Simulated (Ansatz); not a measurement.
# C₂H₃FO: single points off equilibrium

How do the functionals fare away from a minimum? The structure is a structure displaced at random from a GFN2-xTB minimum.

Computed with Ansatz 0.2.0, Gaussian basis. Level: single points in def2-TZVPP.

Cores are frozen in the correlated methods.

## (1) Starting geometry

SMILES `FC1CO1`, 7 atoms, charge 0, spin multiplicity 1.

Atoms are counted from 1 here; the program's logs count them from 0.

Bond lengths: F1–C2 1.355 Å, C2–C3 1.497 Å, C2–O4 1.403 Å, C2–H5 1.142 Å, C3–O4 1.448 Å, C3–H6 1.014 Å, C3–H7 1.161 Å. Angles: F1–C2–C3 119.5°, F1–C2–O4 115.7°, F1–C2–H5 111.1°, C3–C2–O4 59.8°, C3–C2–H5 124.7°, O4–C2–H5 115.8°, C2–C3–O4 56.9°, C2–C3–H6 117.5°, C2–C3–H7 123.7°, O4–C3–H6 119.6°, O4–C3–H7 117.2°, H6–C3–H7 111.8°, C2–O4–C3 63.3°.

As a file:

```xyz
7
charge 0, multiplicity 1
F    -1.2884   -1.2440   -0.0631
C    -0.6585   -0.0682   -0.3027
C     0.6914    0.1803    0.2943
O     0.4925   -0.1469   -1.1018
H    -1.4048    0.7492   -0.5842
H     0.9191    1.1323    0.5586
H     1.2596   -0.5950    0.9448
```

## (2) CCSD(T)/def2-TZVPP

run/in.yaml

```yaml
crystal:
  periodic: [false, false, false]
  atoms:
    - {symbol: F, position_ang: [-1.288400, -1.244000, -0.063100]}
    - {symbol: C, position_ang: [-0.658500, -0.068200, -0.302700]}
    - {symbol: C, position_ang: [0.691400, 0.180300, 0.294300]}
    - {symbol: O, position_ang: [0.492500, -0.146900, -1.101800]}
    - {symbol: H, position_ang: [-1.404800, 0.749200, -0.584200]}
    - {symbol: H, position_ang: [0.919100, 1.132300, 0.558600]}
    - {symbol: H, position_ang: [1.259600, -0.595000, 0.944800]}
basis:
  gaussian: {orbitals: def2-TZVPP}
correlation: {method: ccsd_t}
output: {forces: true}
```

The command line of these runs was not kept.

## (3) PBE0-D4/def2-TZVPP

run/in.yaml: that of step 2 with these lines changed.

```diff
@@ -12,3 +12,3 @@
   gaussian: {orbitals: def2-TZVPP}
-correlation: {method: ccsd_t}
-output: {forces: true}
+hamiltonian: {xc: pbe0, dispersion: d4}
+output: {forces: true, orbitals: {seedname: orbitals}}
```

## (4) wB97M-V/def2-TZVPP

run/in.yaml: that of step 3 with these lines changed.

```diff
@@ -12,3 +12,3 @@
   gaussian: {orbitals: def2-TZVPP}
-hamiltonian: {xc: pbe0, dispersion: d4}
-output: {forces: true, orbitals: {seedname: orbitals}}
+hamiltonian: {xc: {name: wB97M-V}}
+output: {forces: true}
```

## (5) r2SCAN-D4/def2-TZVPP

run/in.yaml: that of step 4 with these lines changed.

```diff
@@ -12,3 +12,3 @@
   gaussian: {orbitals: def2-TZVPP}
-hamiltonian: {xc: {name: wB97M-V}}
+hamiltonian: {xc: r2scan, dispersion: d4}
 output: {forces: true}
```

## (6) PBE-D4/def2-TZVPP

run/in.yaml: that of step 5 with these lines changed.

```diff
@@ -12,3 +12,3 @@
   gaussian: {orbitals: def2-TZVPP}
-hamiltonian: {xc: r2scan, dispersion: d4}
+hamiltonian: {xc: pbe, dispersion: d4}
 output: {forces: true}
```

## (7) BLYP-D4/def2-TZVPP

run/in.yaml: that of step 6 with these lines changed.

```diff
@@ -12,3 +12,3 @@
   gaussian: {orbitals: def2-TZVPP}
-hamiltonian: {xc: pbe, dispersion: d4}
+hamiltonian: {xc: {name: BLYP}, dispersion: d4}
 output: {forces: true}
```

## (8) SPW92/def2-TZVPP

run/in.yaml: that of step 7 with these lines changed.

```diff
@@ -12,3 +12,3 @@
   gaussian: {orbitals: def2-TZVPP}
-hamiltonian: {xc: {name: BLYP}, dispersion: d4}
+hamiltonian: {xc: lda}
 output: {forces: true}
```

(Steps that only read results are left out.)

Q: Predict the outcome of this session. Wanted: energy less free atoms, CCSD(T)/def2-TZVPP; RMS force component; RMS force error; HOMO and LUMO, PBE0-D4; T1 diagnostic.

The runs gave:

```
                                  quantity                                                                                         value
energy less free atoms, CCSD(T)/def2-TZVPP                                                                                -2670.8 kJ/mol
                       RMS force component                                                          1.260 to 1.356 eV/Å over the methods
                           RMS force error  PBE0-D4 0.266, wB97M-V 0.159, r2SCAN-D4 0.117, PBE-D4 0.210, BLYP-D4 0.319, SPW92 0.373 eV/Å
                    HOMO and LUMO, PBE0-D4                                                                             -8.52 and 1.50 eV
                             T1 diagnostic                                                                                         0.012
```

Against CCSD(T) the functionals' energies less atoms differ by -609.4 to -90.0 kJ/mol, PBE-D4 by -203.0 kJ/mol. CCSD(T) in triple zeta still lacks some correlation energy of the bonds, so part of these gaps is its own basis error and they don't rank the functionals. The forces of r2SCAN-D4 come nearest to CCSD(T), those of SPW92 are farthest. Frozen-core CCSD(T) forces in triple zeta carry basis errors of their own, and this is one geometry, so small gaps rank nothing.
